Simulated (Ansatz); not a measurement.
CH$_{6}$N, doublet: at the end structure of a reaction step.

in.yaml

```yaml
crystal:
  periodic: [false, false, false]
  atoms:
    - {symbol: H, position_ang: [0.055122, -0.555762, 0.413151]}
    - {symbol: N, position_ang: [-1.353762, -0.288835, -1.705906]}
    - {symbol: C, position_ang: [0.752793, -0.064801, 1.092950]}
    - {symbol: H, position_ang: [-1.811134, 0.588451, -1.431578]}
    - {symbol: H, position_ang: [-0.603265, 0.024564, -2.332490]}
    - {symbol: H, position_ang: [0.230906, 0.221632, 2.005872]}
    - {symbol: H, position_ang: [1.166389, 0.825571, 0.618696]}
    - {symbol: H, position_ang: [1.562951, -0.750818, 1.339204]}
basis:
  gaussian: {orbitals: def2-TZVPP}
magnetization: {spin_polarized: true, initial_magnetization: 1}
correlation: {method: ccsd_t}
scf: {omitted_lower_state_checks: [cluster_reference]}
```

Command:

```bash
ansatz run in.yaml --threads 2 --pin off --events-out ev --progress --plain --max-ram 4352MiB
```

What Ansatz 0.2.0 printed:

```
Functional definition: HF
  name "HF"
  cite "Fock, Z. Phys. 61, 126 (1930) doi:10.1007/BF01340294"
  parent pbe
  exchange = exact_x
  correlation = 0
these checks for a lower state are left out or cut short: cluster_reference
835 factors; integrals over basis functions are off by at most 8.1e-4 eV
mean field evaluation 1: about -2604.8997 eV, gradient 2.0e1 eV
mean field evaluation 2: about -2604.9007 eV, gradient 2.0e1 eV
mean field evaluation 4: about -2606.8812 eV, gradient 1.8e0 eV
mean field evaluation 8: about -2606.9116 eV, gradient 1.9e-1 eV
mean field -2606.91223411 eV, -95.8022575750 hartree, gradient 2.8e-6 eV, S^2 0.759349; 0 other end points of the search recorded, 0 dependent functions left out
2 core orbitals not correlated: weight in the atoms' cores, before any rotation towards them, 1.000 or more for the frozen orbitals, at most 0.000 for the correlated occupied ones
reference -2606.91223411 eV, -95.8022575750 hartree; 8, 7 occupied and 136, 137 virtual orbitals, 835 factors
second order -10.43278623 eV of doubles, -0.00000000 eV of singles
cycle   1  -11.15001057 eV  change   -7.2e-1 eV  update   5.7e-2
cycle   2  -11.42740177 eV  change   -2.8e-1 eV  update   1.8e-2
cycle   3  -11.45973869 eV  change   -3.2e-2 eV  update   6.2e-3
cycle   4  -11.45932585 eV  change    4.1e-4 eV  update   2.2e-3
cycle   5  -11.45970815 eV  change   -3.8e-4 eV  update   9.3e-4
cycle   6  -11.45997485 eV  change   -2.7e-4 eV  update   3.7e-4
cycle   7  -11.46004349 eV  change   -6.9e-5 eV  update   1.3e-4
cycle   8  -11.46006630 eV  change   -2.3e-5 eV  update   5.7e-5
cycle   9  -11.46005639 eV  change    9.9e-6 eV  update   3.4e-5
cycle  10  -11.46005668 eV  change   -2.9e-7 eV  update   2.3e-5
cycle  11  -11.46006352 eV  change   -6.8e-6 eV  update   1.7e-5
perturbative correction -0.32929794 eV, -0.0121014762 hartree
Total energy: -2618.70159558 eV, -96.2355086178 hartree
Checks for a lower state left out: cluster_reference
```

The lines “mean field evaluation” count trial sets of orbitals through the whole run, from several starts and some on an approximate energy, so they need not fall steadily or lie above the final value.

The run took 30 s on 2 CPU threads of an Arm Neoverse V2 (shared host), with 2.1 GiB of host memory at its peak.
